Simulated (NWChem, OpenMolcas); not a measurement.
# How basis sets differ on BH2F (SMILES BF)

BH2F has 4 atoms, charge 0, and is taken as a singlet. As SMILES, `BF`. Geometry: relaxed at PBE0-D4/def2-TZVP.

Quantity: the dipole moment, in D. The values are calculated.

| level | kind | program | value (D) | CPU time |
| --- | --- | --- | --- | --- |
| HF/ANO-R0 (sfX2C) | Hartree–Fock | OpenMolcas | 0.60 | 1.3 s |
| HF/ANO-RCC-MB (DKH2) | Hartree–Fock | OpenMolcas | 1.05 | 5.4 s |
| HF/3-21G | Hartree–Fock | OpenMolcas | 0.97 | 1 s |
| HF/ANO-R1 (sfX2C) | Hartree–Fock | OpenMolcas | 1.00 | 3.6 s |
| HF/def2-SVP | Hartree–Fock | NWChem | 0.96 | 1.5 s |
| HF/cc-pVTZ | Hartree–Fock | OpenMolcas | 0.99 | 4.2 s |

The values span 0.60 to 1.05 D. Magnitudes only. Sets without polarisation functions give poor dipoles. Without the sets that lack polarisation functions the rows with a basis span only 0.96 to 1.00 D. Times are those of the runs behind each value, whatever else they computed, on shared processors of several kinds: orders of magnitude only.
